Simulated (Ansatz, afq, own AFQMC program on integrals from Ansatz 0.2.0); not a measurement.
# Atomization energy of AlSiH₃, singlet, worked out

```xyz
5

Si   -1.1719    0.0063    0.0220
Al    1.4166   -0.0076   -0.0266
H    -1.7486    1.3889    0.0076
H    -1.7365   -0.6584    1.2401
H    -1.7815   -0.7021   -1.1488
```

Connectivity, by distances: SiH3–Al.

Basis cc-pVTZ. Noble-gas cores (and the filled d shells of Ga–Kr and In–Xe) are frozen. Integrals, coupled cluster, full CI and functionals: Ansatz 0.2.0; the random walks run on the same integrals in our own AFQMC program. The CISD trial takes its coefficients from CCSD amplitudes. Released means that phaseless walkers are propagated on without the constraint, phases kept. Uncertainties: one standard error, sampling alone.

Total energies in eV. CBS is CCSD(T) at the limit of def2-TZVPP/QZVPP (extrapolated itself); the highest rung of each member is named.

Cautions: AlSiH₃ (singlet): restricted determinant unstable towards unrestricted (UHF 36 meV lower, ⟨S²⟩ 0.28).

| member | count | CCSD(T)/cc-pVTZ | highest rung in cc-pVTZ | which | CCSD(T)/CBS |
| --- | --- | --- | --- | --- | --- |
| Si (triplet) | +1 | -7862.2708 | -7862.2931 | FCI | -7862.5000 |
| Al (doublet) | +1 | -6583.2834 | -6583.2963 | FCI | -6583.4221 |
| H (doublet) | +3 | -13.6005 | -13.6005 | FCI | -13.6059 |
| AlSiH₃, singlet | -1 | -14498.3681 | -14498.4108 | CCSDT(Q) | -14499.1403 |

**Question.** Work out the best estimate of the atomization energy: the CCSD(T)/CBS difference plus the step from CCSD(T) to the highest rung.

**Answer.** Sums with the counts: CCSD(T)/CBS 12.4005 eV, highest rung 12.0199 eV, CCSD(T)/cc-pVTZ 12.0124 eV. The step is 12.0199 − 12.0124 = 0.0075 eV, so the best estimate is 12.4005 + (0.0075) = 12.4080 eV = 1197.2 kJ/mol. The basis set is worth 0.388 eV of it. Zero-point, core-correlation and spin–orbit terms aren't in it. Past Ne the Hartree–Fock part of each CBS total tends to overshoot, since the cores don't follow the formula; that largely cancels in the difference.

Best estimates are given only where the step beyond CCSD(T) is under 0.3 eV and no member's determinant is very poor (T1 over 0.05, or 0.07 for open shells, ⟨S²⟩ too high by 0.3, two states mixed), so the hardest cases are missing from such tables.

CCSDT and higher add their correlation energy to the determinant of the CCSD(T) run, since their own runs factorise the integrals more tightly (a shift of under 2 meV). Each member of a difference takes its own highest rung, so a best estimate needn't equal the limit plus the step of one row.
